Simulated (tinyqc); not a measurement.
Starting guesses with plain Roothaan steps: SCF starting guesses in the sto-3g basis, for BH, spin multiplicity 3. Computed by the program tinyqc with PySCF. UHF with one setting changed at a time; a run stops when the energy changes by less than 1e-09 hartree and the error matrix is below 1e-5. Starts: the lowest orbitals of the core Hamiltonian, of the Wolfsberg-Helmholz matrix (K = 1.75), projected atomic densities, random orbitals, and the highest orbitals of the core Hamiltonian (a deliberately bad start).

Geometry (angstrom):

| atom | x | y | z |
|---|---|---|---|
| B | 0.0000 | 0.0000 | 0.0000 |
| H | 0.0000 | 0.0000 | 2.2760 |

lowest solution found by these runs and by PySCF with stability checks = -24.618531 hartree

Largest element of the error matrix X^T (FDS - SDF) X:

| iteration | core | Wolfsberg-Helmholz | atomic densities | random | highest core orbitals |
|---|---|---|---|---|---|
| 1 | 8.7e-02 | 2.1e-01 | 4.6e-02 | 3.4e+00 | 1.3e-01 |
| 2 | 1.3e-01 | 1.3e-01 | 5.6e-02 | 1.7e-01 | 2.6e-01 |
| 3 | 1.3e-01 | 1.9e-01 | 2.6e-02 | 1.6e-01 | 1.2e-01 |
| 4 | 7.4e-02 | 9.0e-02 | 1.1e-02 | 1.1e-01 | 1.6e-01 |
| 5 | 7.0e-02 | 4.3e-02 | 5.7e-03 | 6.9e-02 | 8.0e-02 |
| 6 | 5.8e-02 | 1.7e-02 | 4.9e-03 | 4.3e-02 | 7.0e-02 |
| 8 | 2.0e-02 | 2.2e-03 | 4.0e-03 | 9.6e-03 | 4.0e-02 |
| 10 | 4.6e-03 | 2.8e-04 | 3.4e-03 | 4.5e-03 | 1.1e-02 |
| 14 | 2.4e-03 | 5.4e-06 | 2.3e-03 | 3.7e-03 | 3.7e-03 |
| 20 | 1.1e-03 | - | 1.3e-03 | 2.9e-03 | 1.6e-03 |
| 30 | 3.1e-04 | - | 4.3e-04 | 1.9e-03 | 4.5e-04 |
| 45 | 5.3e-05 | - | 7.5e-05 | 1.0e-03 | 7.4e-05 |
| 60 | 9.0e-06 | - | 1.3e-05 | 5.6e-04 | 1.3e-05 |

How each run ends:

| run | iterations | E (hartree) | state |
|---|---|---|---|
| core | 60 | -24.618531 | lowest found |
| Wolfsberg-Helmholz | 14 | -24.546726 | higher |
| atomic densities | >60 | -24.618531 | falls steadily but slowly, by a factor of about 0.89 a step |
| random | >60 | -24.618498 | falls steadily but slowly, by a factor of about 0.96 a step |
| highest core orbitals | >60 | -24.618531 | falls steadily but slowly, by a factor of about 0.89 a step |

What does the comparison show, and why?

1 of 5 runs reach the lowest solution found, in 60 to 60 iterations (fastest: core). Ending on a higher stationary point: Wolfsberg-Helmholz; a small error matrix cannot reveal that, and an occupation fixed by the start is kept by symmetry or by the shape of the basin. Not converged: atomic densities, random, highest core orbitals. The first errors are 9e-02, 2e-01, 5e-02, 3e+00, 1e-01.
